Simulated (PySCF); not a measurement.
## How well do the runs reproduce experiment for hydrogen cyanide?

**Experimental background.**

From NIST CCCBDB Release 22 (SRD 101), experimental dipoles, for the gas: dipole moment (microwave Stark effect, vibrational ground state) 2.98 D.

The results are set against them at the end.

Hydrogen cyanide, HCN.
Atom-mapped SMILES: `[CH:1]#[N:2]` (hydrogens: H3 on C1)

Structure used (GFN2-xTB), in Å, numbered top down from 1:
```
atom  x, y, z in Å
C1    -0.0226   -0.0016   -0.0039
N2     1.1148    0.0201   -0.0109
H3    -1.0807   -0.0211    0.0022
```

Runs made with PySCF (gas phase, on this GFN2-xTB geometry; no spin–orbit coupling):

```
        level                                          job  basis functions  wall time
PBE0/pcSseg-1      shieldings, charges and field gradients               39      1.7 s
  B3LYP/pcJ-1  spin–spin couplings from 3 perturbed nuclei               64      0.9 s
```

Hardware: an Arm Neoverse V1 with one thread, on a shared host.

Results beside the measurements:

**Dipole moment.** Measured: 2.98 D (NIST CCCBDB Release 22 (SRD 101), experimental dipoles).

| level | computed (D) | computed − measured (D) | % (from the printed values) |
| --- | --- | --- | --- |
| PBE0/pcSseg-1 | 3.02 | +0.04 | +1 |
| B3LYP/pcJ-1 | 3.01 | +0.03 | +1 |

Closest is B3LYP/pcJ-1 (+0.03 D), furthest PBE0/pcSseg-1 (+0.04 D); one molecule doesn't rank methods. The computed dipoles belong to one fixed geometry; measured ones are averaged over vibrations unless marked μe. Magnitudes are compared, not signs.

The geometry is computed, not the measured one. Where a level misses, the cause wasn't examined.
